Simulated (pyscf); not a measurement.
Routes from `[SiH3][AsH2]` + `[SiH3]` [doublet]

Candidate steps break at most two bonds and form at most two. Each was searched with GFN2-xTB (tblite) first. PySCF, gas phase, ωB97X-D3(BJ)/def2-SVP geometries. Energies: ωB97M-D3(BJ)/def2-TZVP, kJ/mol, from the separated reactants, doublet surface; ΔG‡ with ideal gas, 1 atm, RRHO with modes under 100 cm⁻¹ raised to 100, one conformer, R ln 2 for chiral ones without a mode under 150 cm⁻¹.

```tsv
products	type	ΔE‡	ΔE	ΔG‡ 298 K	ΔG‡ 900 K	ν‡ (cm⁻¹)
AsH₂• + H₃Si–SiH₃	substitution at Si	23.2	-48.6	65.0	144.9	518i
H₃Si–SiH₂–AsH₂ + H•	substitution at Si	81.4	+67.0	114.9	193.2	543i
```

Plain bond fissions and candidates not yet searched are not listed, and one of them may be faster. Each barrier is that of the saddle found; lower ones may exist. Elements up to Kr have no core potential and no relativistic terms here.
